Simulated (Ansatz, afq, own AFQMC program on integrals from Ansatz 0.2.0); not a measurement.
## AlBH, quartet: AFQMC among the cluster methods

```xyz
3

B     0.0000    0.0000    3.3330
Al    0.0000    0.0000   -0.8780
H     0.0000    0.0000   -2.4550
```

Connectivity, by distances: B ··· AlH.

Basis 6-31G. Only valence electrons are correlated. Ansatz 0.2.0 and our own AFQMC program on the same integrals; the CISD trial comes from CCSD amplitudes, and released means the phaseless constraint is let go. Error bars are statistical, one sigma.

Determinant: UHF, the one that the program's search chose, which needn't be the lowest solution. The geometry is a point of a scan.

Full CI on the same integrals is exact in this basis and with this determinant's frozen core.

Cautions: lower spins were not checked; the CCSDT(Q) amplitudes may be one of several solutions (largest double 0.50); the CCSDTQ amplitudes may be one of several solutions (largest double 0.91); the released energy hasn't reached full CI (22 meV above it at 2.40 1/Eh), so no released level is given (meV from the phaseless value at times in 1/Eh: -2.1 ± 0.9 at 0.24, -3.1 ± 0.7 at 0.51, -3.8 ± 0.7 at 0.99, -5.4 ± 0.8 at 1.62, -6.7 ± 0.6 at 2.40).

The T1 diagnostic is 0.0156 and the weight of the determinant in the CISD state is 0.910. The ⟨S²⟩ of the determinant is 3.755. The size of the correlated space is 7 electrons in 18 orbitals.

Reference: full CI, correlation energy -1.955 eV.

```
        level  E − E(reference) (kcal/mol)  share of correlation (%)
           HF                        45.08                      0.00
          MP2                        19.57                     56.60
         CCSD                         1.13                     97.50
      CCSD(T)                         0.70                     98.45
        CCSDT                         0.22                     99.50
     CCSDT(Q)                         0.12                     99.73
       CCSDTQ                         0.01                     99.98
ph-AFQMC/CISD                  0.67 ± 0.03                     98.51
```

CCSDT and higher add their correlation energy to the determinant of the CCSD(T) run, since their own runs factorise the integrals more tightly (a shift of under 2 meV). A walk keeps the symmetry of its determinant, which the program's search chose and which needn't be the lowest solution, so a lower state of the same spin and another symmetry isn't excluded.
